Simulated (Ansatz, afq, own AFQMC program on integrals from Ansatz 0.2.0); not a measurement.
Two steps: Ansatz 0.2.0 writes the Fock matrix and Cholesky factors of the valence space, and afq projects on them the lowest state that overlaps trial and start.

```yaml
crystal:
  periodic: [false, false, false]
  atoms:
    - {symbol: Ge, position_ang: [-0.001989, 0.000001, 1.207499]}
    - {symbol: Ge, position_ang: [-0.001381, -0.000001, -1.281547]}
    - {symbol: H, position_ang: [1.500233, -0.000013, 1.588157]}
    - {symbol: H, position_ang: [-0.628647, 1.243483, 1.874144]}
    - {symbol: H, position_ang: [-0.628670, -1.243469, 1.874145]}
basis:
  gaussian: {orbitals: cc-pVDZ}
magnetization: {spin_polarized: true, initial_magnetization: 1}
correlation: {method: ccsd_t, electrons: outside_noble_gas, hamiltonian_folder: ham}
```

```sh
$ ansatz run in.yaml --threads 1 --pin off --events-out ev --progress --plain --max-ram 1843MiB
```

afq runs on the folder ham with

```
--method phaseless --trial hf --walkers 120 --populations 1 --least-time 40 --time-step 0.005 --steps-per-block 20 --equilibration-blocks 112 --max-blocks 600 --target-error 0.0012000 --factor-cut 1e-05 --start spin_pure --seed 3026 --taylor-order 6
```

Times are imaginary, in 1/Eh. The walk had a cap of 1706 s. Filled inner d shells are frozen with the cores.

```
orbitals 41  electrons 6 5  factors 334 of 784
reference energy -4152.37167851 Eh
CCSD correlation -0.19540332 Eh in 16 cycles, weight of the determinant in the CISD state 0.8639
energy of the start -4152.372012 Eh
 block  time / (1/Eh)  mean weight  energy / Eh
     1     0.100  0.9994  -4152.402922
     2     0.200  1.0012  -4152.426882
     3     0.300  1.0004  -4152.446791
     4     0.400  1.0006  -4152.459508
     5     0.500  1.0017  -4152.472870
     7     0.700  1.0014  -4152.502583
     9     0.900  1.0011  -4152.510445
    18     1.800  1.0016  -4152.548501
    52     5.200  1.0012  -4152.592682
    69     6.900  1.0005  -4152.604716
    86     8.600  0.9999  -4152.563592
   120    12.000  0.9989  -4152.591531
   154    15.400  1.0020  -4152.573207
   188    18.800  0.9996  -4152.581296
   222    22.200  0.9986  -4152.548911
   256    25.600  0.9998  -4152.565140
   290    29.000  0.9995  -4152.565337
   324    32.400  1.0000  -4152.571019
   358    35.800  0.9986  -4152.593425
   392    39.200  1.0003  -4152.592410
   426    42.600  1.0010  -4152.563524
   460    46.000  0.9982  -4152.574099
   494    49.400  0.9992  -4152.565975
   528    52.800  0.9997  -4152.576672
   562    56.200  0.9984  -4152.571830
   596    59.600  1.0000  -4152.591928
   630    63.000  1.0010  -4152.582653
   664    66.400  0.9995  -4152.571492
   698    69.800  1.0002  -4152.568131
blocks merged  error / Eh  count
     1  0.000478  600
     2  0.000645  300
     4  0.000859  150
     8  0.001074  75
    16  0.001370  37
    32  0.001589  18
    64  0.001660  9
energy -4152.573195 +/- 0.001589 Eh
(rows thinned)
```

Q: Estimate how long the walk took on 1 thread of Arm Neoverse V2, on a shared host.

A: 5.8 min of wall time.

The run passed its tests (sampling time, drift between the halves within three errors, error under three times the target), which doesn't prove that it has relaxed.

Against this walk (error 43.2 meV) on the same determinant: CCSD(T) 32.9 meV higher (within the noise), the released energy of a separate walk with a CISD trial 1.4 ± 44.0 meV higher (within the noise), a separate phaseless walk with a CISD trial and standard settings 6.3 ± 44.3 meV higher (within the noise). The error is statistical and leaves out the bias of the constraint.

Cautions: constraint bias not in the error; error above the target (43.2 against 32.7 meV); no relativity below Rb; no spin-orbit coupling; inner d shell frozen.

A walk keeps the symmetry of its determinant, which the program's search chose and which needn't be the lowest solution, so a lower state of the same spin and another symmetry isn't excluded.
